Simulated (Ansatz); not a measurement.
Geometry optimisation, RKS PBE0-D4/def2-SVP (Ansatz).

input.yaml

```yaml
crystal:
  periodic: [false, false, false]
  atoms:
    - { symbol: Si, position_ang: [0.112218, -0.00767, 0.205283] }
    - { symbol: H, position_ang: [0.133731, -0.028353, 1.661402] }
    - { symbol: Cl, position_ang: [2.198985, -0.033969, 0.072589] }
    - { symbol: H, position_ang: [-0.459007, 1.196199, -0.443775] }
    - { symbol: Cl, position_ang: [-0.749728, -1.672907, -0.620598] }
basis:
  gaussian: { orbitals: def2-SVP }
hamiltonian:
  xc: pbe0
  dispersion: d4
relax:
  f_tol: 0.03
  max_steps: 50
```

Command:

```bash
$ ansatz run input.yaml --threads 1 --pin off --max-ram 2048MiB --backend cpu --events-out ev --progress --plain --runs-dir out
```

Where does it end, and by what steps?

It converged. After 3 steps the energy has fallen by 0.179 eV; H2 moved furthest, 0.20 Å.

```csv
step,energy less start (eV),largest force component (eV/Å),accepted
0,0.0000,1.150,yes
1,-0.1652,0.483,yes
2,-0.1780,0.169,yes
3,-0.1789,0.013,yes
```

```xyz
5
Properties=species:S:1:pos:R:3
Si 0.177 -0.007 0.245
H -0.064 -0.029 1.709
Cl 2.206 -0.037 -0.084
H -0.391 1.199 -0.406
Cl -0.693 -1.672 -0.589
```

Whether the end is a true minimum wasn't checked by a vibrational analysis.

The run took 7.9 s on 1 thread of Arm Neoverse V2, on a shared host, peak memory 0.12 GiB.
